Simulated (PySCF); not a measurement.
BeH, SMILES [BeH], multiplicity 2. Atoms are numbered in the order given.

```xyz
2

Be     0.0000     0.0000    -0.2707
H      0.0000     0.0000     1.0828
```
Charge 0, spin multiplicity 2.

Coordinates come from a PBE0-D3(BJ)/def2-TZVPD optimisation. The spin state was assumed, not searched.

Level of theory: CAM-B3LYP/def2-TZVPD run with PySCF.

The molecule is in vacuum.

- total energy: -15.23865 hartree
- point group: C∞v
- α spin, highest occupied and lowest empty level: -6.93 and -0.35 eV
- β spin, highest occupied and lowest empty level: -10.76 and -1.14 eV
- dipole moment: 0.29 D
- mean static polarisability: 32.2 bohr³ (4.77 Å³)
- polarisability, principal values: 25.8, 35.4, 35.4 bohr³
- ⟨S²⟩: 0.751 (pure state 0.75)
